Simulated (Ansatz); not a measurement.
# H2Al–AlH2, triplet: reading a ladder of total energies

Geometry: displaced at random from a stationary point.

```xyz
6

Al    0.0798    0.0010   -1.3039
Al   -0.0851    0.0093    1.3089
H    -0.0085    1.4422   -1.8928
H     0.0746   -1.5436   -1.8746
H    -0.0284    1.3678    1.8083
H     0.1051   -1.5425    1.8273
```

Basis cc-pVDZ; Ansatz 0.2.0. Only valence electrons are correlated (noble-gas cores frozen), which leaves 10 electrons in 46 orbitals. Prefix R: restricted or restricted open-shell reference; prefix U: unrestricted.

Full CI isn't at hand for all of this; UCCSDT(Q) serves as the reference, and is uncertain by the last step of the cluster series or more.

UCCSD has a T1 diagnostic of 0.019 and a largest doubles amplitude of 0.04.

Runs differ by some tens of microhartree through their thresholds and, for an open shell, their frozen cores, so steps under 0.03 kcal/mol mean nothing.

```tsv
level	total energy (hartree)
UHF	-486.053648
UMP2	-486.177433
UCCSD	-486.217677
UCCSD(T)	-486.221149
UCCSDT	-486.222417
UCCSDT(Q)	-486.222534
```

Question: What is the correlation energy at UCCSDT(Q), and what share of it do UMP2 and UCCSD recover?

Answer: E(corr) = -486.222534 − (-486.053648) = -0.168886 hartree = -4.596 eV. UMP2: -0.123785 / -0.168886 = 73.30 %. UCCSD: -0.164029 / -0.168886 = 97.12 %.

Question: By how many kcal/mol does UCCSD(T) miss UCCSDT(Q) (1 hartree = 627.509 kcal/mol), and which steps make up the rest?

Answer: -486.221149 − (-486.222534) = 0.001385 hartree = 0.87 kcal/mol. Steps: UCCSDT − UCCSD(T) = -0.80, UCCSDT(Q) − UCCSDT = -0.07 kcal/mol. Differences between like states or geometries often cancel part of this.
